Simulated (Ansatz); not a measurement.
# SiP⁺, triplet: the ladder up to UCCSDT(Q)

Geometry: that of the SiP⁺, singlet, kept fixed.

```yaml
atoms:
  - { symbol: Si, position_ang: [0.0000, 0.0000, 0.0000] }
  - { symbol: P, position_ang: [0.0000, 0.0000, 2.2330] }
```

Basis cc-pVTZ; Ansatz 0.2.0. Only valence electrons are correlated (noble-gas cores frozen), which leaves 8 electrons in 58 orbitals. Prefix R: restricted or restricted open-shell reference; prefix U: unrestricted. Active spaces: valence = (8e, 8o) chosen from the atoms' valence shells.

Full CI isn't at hand for all of this; UCCSDT(Q) serves as the reference, and is uncertain by the last step of the cluster series or more. The frozen core follows each run's orbitals, which can shift R against U totals by a few meV.

For open shells CISD is restricted-active-space CI with the open shells as a complete middle space.

```
UHF ⟨S²⟩                          : 2.038
T1 diagnostic (RCCSD)             : 0.0264
largest doubles amplitude (RCCSD) : 0.058
T1 diagnostic (UCCSD)             : 0.0269
```

Task: From what is known of these methods and the diagnostics, rank them by the size of their error in total energy against UCCSDT(Q) in cc-pVTZ, smallest first (an estimate: the text doesn't fix the numbers).
A. MRCISD (valence space)
B. NEVPT2 (valence space)
C. RHF
D. CASSCF (valence space)
E. CISD

Result: A (9.30 kcal/mol), E (16.48 kcal/mol), B (24.35 kcal/mol), D (97.54 kcal/mol), C (133.95 kcal/mol).

All errors are against UCCSDT(Q) in cc-pVTZ. Within each family the higher level lies nearer, as is usual though not guaranteed.

Natural occupations of CASSCF (valence space) about the gap: 1.987 1.974 1.894 0.998 0.998 0.056 0.056 0.037; effectively unpaired electrons, Σ n²(2−n)², 2.07.
